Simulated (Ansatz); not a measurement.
A nudged elastic band was laid between two geometries of AlH₈NSi (11 atoms, charge 0, multiplicity 1).

Method: Ansatz, RKS B3LYP-D4/6-31G*.

```
movable images  : 9
climbing image  : yes
spring          : 5.0 eV/Å²
optimiser       : quadratic models (default)
start path      : through a guess of the saddle point
force threshold : 0.03 eV/Å
iteration limit : 60
end points      : relaxed
```

Initial state:

```xyz
11
Properties=species:S:1:pos:R:3
Al 0.109 -0.253 0.016
H -0.160 1.023 0.948
H 1.642 -0.601 -0.316
H -0.983 -0.612 -1.103
N -0.273 -1.780 1.403
H -0.819 -2.492 0.915
Si 1.248 -2.457 2.116
H 1.897 -3.244 1.049
H 2.060 -1.317 2.583
H 0.893 -3.338 3.260
H -0.890 -1.378 2.112
```

Final state:

```xyz
11
Properties=species:S:1:pos:R:3
Al 0.447 -0.805 -0.538
H -1.464 0.449 2.776
H 1.842 -0.063 -0.600
H -0.761 -0.549 -1.532
N 0.203 -2.036 0.748
H -0.706 -2.496 0.756
Si 1.313 -2.596 1.971
H 1.653 -4.041 1.815
H 2.557 -1.794 1.841
H 0.763 -2.426 3.348
H -1.123 -0.093 2.399
```

(1) Which bonds break or form, and what moves?

(2) Give the energies along the band, and the barrier.

(3) What is the geometry of the highest image?

(4) What are the harmonic wavenumbers there?

The band took 21 iterations and of the order of 10 core-minutes.

Results:

(1) Bonds broken: Al1–H2, N5–H11. Bonds formed: H2–H11. AlH8NSi becomes AlH6NSi + H2.

(2) The forces met the threshold. The highest image is number 5 of 0 to 10, 29.4 kcal/mol above the first end and 23.9 kcal/mol above the last; the last end lies 5.5 kcal/mol above the first. A vibrational analysis at the climbing image gives one clearly imaginary mode, 1411i cm⁻¹: a first-order saddle point. The orbitals stay closed-shell, which can raise the energy where a bond breaks towards radicals; this wasn't checked here.

| image | path coordinate (Å) | energy (kcal/mol) | Al1–H2 (Å) | N5–H11 (Å) | H2–H11 (Å) |
| --- | --- | --- | --- | --- | --- |
| 0 | 0.00 | 0.0 | 1.60 | 1.02 | 2.77 |
| 1 | 0.41 | 0.2 | 1.60 | 1.02 | 2.64 |
| 2 | 0.82 | 1.5 | 1.61 | 1.02 | 2.37 |
| 3 | 1.23 | 5.0 | 1.62 | 1.02 | 1.97 |
| 4 | 1.64 | 14.5 | 1.68 | 1.08 | 1.49 |
| 5 | 2.05 | 29.4 | 1.81 | 1.39 | 1.02 |
| 6 | 2.90 | 10.2 | 2.38 | 2.24 | 0.75 |
| 7 | 3.74 | 6.3 | 2.92 | 2.88 | 0.74 |
| 8 | 4.59 | 5.7 | 3.23 | 3.24 | 0.74 |
| 9 | 5.43 | 5.6 | 3.64 | 3.03 | 0.74 |
| 10 | 6.28 | 5.5 | 4.03 | 2.87 | 0.74 |

(3) 
```xyz
11
Properties=species:S:1:pos:R:3:forces:R:3
Al 0.078 -0.548 -0.174 0.00 0.00 0.00
H -0.498 0.442 1.228 -0.01 0.00 0.00
H 1.568 -0.119 -0.491 0.00 0.00 0.00
H -1.111 -0.638 -1.217 0.00 0.00 0.00
N -0.080 -1.834 1.280 -0.01 0.00 0.00
H -0.932 -2.394 1.247 0.00 0.00 0.00
Si 1.241 -2.565 2.183 0.00 0.00 0.00
H 1.982 -3.583 1.389 0.00 0.00 0.00
H 2.175 -1.473 2.554 0.00 0.00 0.00
H 0.718 -3.221 3.412 0.00 0.00 0.00
H -0.416 -0.517 1.571 0.01 0.00 0.00
```

(4) 1411i, 100, 149, 177, 415, 505, 556, 680, 705, 725, 739, 756, 821, 943, 968, 978, 994, 1114, 1463, 1669, 1794, 1946, 1960, 2238, 2247, 2273, 3523 cm⁻¹.

The run took 10 min on 1 thread of Arm Neoverse V1 (shared host), peak memory 0.14 GiB.
